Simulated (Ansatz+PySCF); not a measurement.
A calculation with Ansatz (development build ahead of 0.2.0).

```yaml
crystal:
  periodic: [false, false, false]
  atoms:
    - { symbol: "N", position_ang: [0.0, 0.0, 0.0] }
    - { symbol: P, position_ang: [0.87865, 1.17153, 2.53644] }
basis:
  gaussian: { orbitals: STO-3G }
total_charge: 1
magnetization:
  initial_magnetization: 1
hamiltonian:
  xc: hf
correlation:
  method: fci
  frozen_orbitals: { "N": 1, P: 5 }
```

The input is written out in the form of the current development build from the run's settings.

Results

- Converged: yes
- Total energy: -390.36279 hartree
- State: lowest doublet root, of any spatial symmetry
